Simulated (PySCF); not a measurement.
**Where the electron goes**

Compound: C₄H₄N₂.
Z-matrix (Å and degrees, PBE0-D3(BJ)/def2-SVP geometry), rows numbered from 1:
```
C 
N   1  1.2697
C   2  1.3995  1  120.50
C   3  1.3441  2  120.05  1  -179.84
C   3  1.4459  2  119.63  1     0.01
N   5  1.1593  3  176.79  2    -3.72
H   1  1.0976  2  118.53  3   179.95
H   1  1.1060  2  123.98  3    -0.07
H   4  1.0917  3  118.72  2    -0.05
H   4  1.0905  3  121.49  2   179.91
```

Theory: TDDFT wB97X-D/def2-SVPD, vertical, gas phase, core orbitals frozen in the response in PySCF.

Kohn–Sham orbitals with the atoms that hold most of them (Löwdin shares over 4%, at most four atoms; ? is withheld):

```csv
orbital,ε (eV),atoms
HOMO-3,-12.10,"N6 34%, C5 28%, N2 19%, C1 12%"
HOMO-2,-12.04,"N6 49%, C5 38%"
HOMO-1,-10.28,?
HOMO,-9.85,?
LUMO,-0.42,"C4 30%, C1 21%, C3 15%, N2 11%"
LUMO+1,1.22,"N2 25%, C1 18%, N6 18%, C5 14%"
LUMO+2,2.16,"N6 32%, C5 29%, C4 14%, C3 7%"
```

Task: Which atoms hold the HOMO-1, and with what shares?

Result: N2 (bonded to 2 C) 60%; C1 (bonded to N and 2 H) 15%; C3 (bonded to 2 C and N) 8%; H8 (bonded to C) 6%. By element: nitrogen 60% or more, carbon 23% or more, hydrogen 6% or more.

Task: Give the leading atoms of the HOMO.

Result: C4 (bonded to C and 2 H) 29%; C3 (bonded to 2 C and N) 24%; C1 (bonded to N and 2 H) 12%; N2 (bonded to 2 C) 12%. By element: carbon 65% or more, nitrogen 12% or more.

Task: How does S1 compare with the orbital gap of 9.43 eV?

Result: S1 is at 4.52 eV (f = 0.0003), 4.91 eV below the gap, made of HOMO-1→LUMO (91%). Its leading pair isn't HOMO and LUMO; the energies of that pair differ by 9.85 eV. 

Task: Give energy, strength and leading configuration of S1, S2, S3 and S4, and follow the Löwdin shares of the leading atoms from the occupied to the empty orbital.

Result: 
- S1 (4.52 eV, f 0.0003), HOMO-1→LUMO (91%): N2 60% → 11%, C1 15% → 21%, C4 at most 7% → 30%
- S2 (5.91 eV, f 0.498), HOMO→LUMO (97%): C4 29% → 30%, C3 24% → 15%, C1 12% → 21%
- S3 (6.36 eV, f 0.0021), HOMO-1→LUMO+1 (89%): N2 60% → 25%, C1 15% → 18%
- S4 (6.68 eV, f 0.067), HOMO→LUMO+1 (94%): C4 29% → at most 15%, C3 24% → at most 15%, N2 12% → 25%, C1 12% → 18%

Löwdin shares depend on the basis, the more so with diffuse functions.

One conformer stands for the species.
